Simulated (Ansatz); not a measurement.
Isolated molecules relaxed with PBE0-D4/def2-TZVP in Ansatz; ΔE leaves out vibrations. CCSD(T)/CBS is the MP2 limit (def2-TZVPP, def2-QZVPP) plus CCSD(T) − MP2 in def2-TZVPP, frozen cores. This one scheme is used for every species. DFT in def2-TZVPP. B3LYP here is the variant with VWN-RPA as its local correlation; programs differ in this. One conformer a species, not always the lowest.

`CCC(C)(C)C(C)C` + H₂ → `CCC(C)C(C)C` + CH₄  (hydrogenolysis of a C–C bond)

CCSD(T)/CBS gives -0.66 eV.

(1) Another level gave -0.96 eV. Which?
A. SCS-MP2/def2-TZVPP
B. B3LYP/def2-TZVPP
C. BHLYP-D4/def2-TZVPP
D. PBE0-D4/def2-TZVPP

Largest T1 diagnostic among the species: 0.009.

## Answers

(1) B. B3LYP -0.96, PBE0-D4 -0.73, SCS-MP2/def2-TZVPP -0.68, BHLYP-D4 -0.80 eV.

The D4 term adds +0.20 eV with B3LYP and +0.11 eV with PBE0; it sums over pairs of atoms, weighted by their polarisabilities, and B3LYP, whose exchange is more repulsive, gets the larger term. Leaving LDA and LC-ωPBE aside and taking each functional with its dispersion term where it has one, the values, not all of them listed here, spread over 0.21 eV, from B2PLYP to revPBE-D4. LDA lies +0.25 eV from PBE without D4.
